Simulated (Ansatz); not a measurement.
Energy needed to pull apart CH5NSi, closed shell, into free ground-state atoms, from the structure below (displaced at random from a GFN2-xTB minimum); no zero-point or spin–orbit terms; open-shell atoms are treated unrestricted, in their ground-state multiplicity.

```
8
angstrom
C -1.2344 0.7577 -0.8905
Si 0.3384 0.4713 0.2121
N 0.7115 -1.0663 0.6713
H -1.8362 -0.0163 -1.3871
H -1.4948 1.8862 -1.2551
H 1.4174 1.5173 0.9062
H 1.7642 -1.3813 1.4434
H 0.2063 -2.0489 0.6038
```

Computed with Ansatz 0.2.0 (basis: def2-TZVPP); correlated methods freeze the cores.

```csv
method,atomization energy (kJ/mol)
PBE-D4,2540
r2SCAN-D4,?
PBE0-D4,2452
HSE06-D4,?
wB97X-V,2461
wB97M-V,2464
HF,1593
MP2,2399
CCSD,2333
CCSD(T),2387
```

(1) What does HSE06-D4 give? (An estimate is asked for; the value comes from the calculation.)

(2) What does r2SCAN-D4 give? (To be estimated.)

T1 diagnostic: at most 0.019. The restricted Hartree–Fock reference is unstable towards an unrestricted one here.

Results:

(1) By the calculation: 2455 kJ/mol, which is about 67 kJ/mol more than CCSD(T)/def2-TZVPP.

(2) Computed: 2465 kJ/mol, which is about 78 kJ/mol more than CCSD(T)/def2-TZVPP.

In triple zeta the MP2 and coupled-cluster atomization energies are still short of their basis limit by a few kcal/mol a bond, whereas those of the functionals are nearly converged, so these differences are not deviations from converged CCSD(T).

For scale, one of the runs: CCSD(T)/def2-TZVPP forces, 174 basis functions (an equivalent command: `ansatz run in.yaml --threads 4`). Hardware: 4 CPU threads, shared host. Wall time 85 s; peak host memory 2.9 GiB.
